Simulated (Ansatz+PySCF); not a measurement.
A calculation with PySCF 2.14.0.

```python
from pyscf import gto, scf, mp

mol = gto.M(atom="""
O 0.000000 0.000000 -1.547550
C 0.000000 0.000000 -0.483620
S 0.000000 0.000000 0.955130
""", basis='def2-svp', charge=0, spin=0)
mf = scf.UHF(mol)
mf.kernel()
pt = mp.MP2(mf, frozen=7).run()
print(mf.e_tot, pt.e_corr, pt.e_tot)
```

The script is written out from the run's settings.

Output:

| Property | Result |
| --- | --- |
| Converged | yes |
| Reference energy | -510.02981 hartree |
| Correlation energy | -0.41596 hartree |
| Total energy | -510.44578 hartree |
